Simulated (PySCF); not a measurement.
Worked example: correlation energy of SiH₂⁺, doublet

Geometry: that of the SiH2, singlet, kept fixed.

```xyz
3

Si    0.0000   -0.0715    0.0000
H     0.0000    0.9958   -1.0900
H     0.0000    0.9958    1.0900
```

Basis cc-pVDZ; PySCF 2.14.0. Only valence electrons are correlated (noble-gas cores frozen), which leaves 5 electrons in 23 orbitals. R marks a restricted (for open shells ROHF) determinant, U an unrestricted one.

Full CI is exact within this basis and frozen core; it isn't the basis-set limit. The frozen core follows each run's orbitals, which can shift R against U totals by a few meV.

UCCSD has a T1 diagnostic of 0.017 and a largest doubles amplitude of 0.05.

Restricted and unrestricted runs freeze slightly different cores, so the step to full CI, which has another core, is uncertain by up to 0.1 kcal/mol.

```json
{"level": "UHF", "total energy (hartree)": "-289.708446"}
{"level": "UMP2", "total energy (hartree)": "-289.771459"}
{"level": "UCCSD", "total energy (hartree)": "-289.793496"}
{"level": "UCCSD(T)", "total energy (hartree)": "-289.795097"}
{"level": "UCCSDT", "total energy (hartree)": "-289.795718"}
{"level": "full CI", "total energy (hartree)": "-289.795723"}
```

What is the correlation energy at full CI, and what share of it do UMP2 and UCCSD(T) recover?

E(corr) = -289.795723 − (-289.708446) = -0.087277 hartree = -2.375 eV. UMP2: -0.063013 / -0.087277 = 72.20 %. UCCSD(T): -0.086651 / -0.087277 = 99.28 %.

By how many kcal/mol does UCCSD(T) miss full CI (1 hartree = 627.509 kcal/mol), and which steps make up the rest?

-289.795097 − (-289.795723) = 0.000626 hartree = 0.39 kcal/mol. Steps: UCCSDT − UCCSD(T) = -0.39, full CI − UCCSDT = 0.00 kcal/mol. That is within 1 kcal/mol of the reference in this basis, which itself misses far more of the correlation at the basis-set limit.
